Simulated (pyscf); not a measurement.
PySCF, gas phase, ωB97X-D3(BJ)/def2-SVP geometries.

For the elementary gas-phase step H₂N–SiH₂–O–SiH₃ (SMILES N[SiH2]O[SiH3]) + H₂ (SMILES [H][H]) → H₃Si–O–SiH₃ (SMILES [SiH3]O[SiH3]) + NH₃ (SMILES N) (singlet surface; N–Si, H–H broken, H–Si, H–N formed), what barrier and reaction energy does ωB97M-D3(BJ)/def2-TZVP give, measured from the separated reactants?

ΔE‡ = 47.8 kcal/mol, ΔE = +11.7 kcal/mol. Zero-point energy shifts the barrier by +3.4 kcal/mol. It is a four-centre exchange, with an imaginary mode of 1311i cm⁻¹. On the product side the descent ends in a complex (not fully relaxed), 6.0 kcal/mol under the separated species and 42.1 kcal/mol under the saddle at ωB97X-D3(BJ)/def2-TZVP. At the saddle there is also a short H–Si contact that neither side keeps. This is the saddle that the search found; another between the same sides may lie lower.
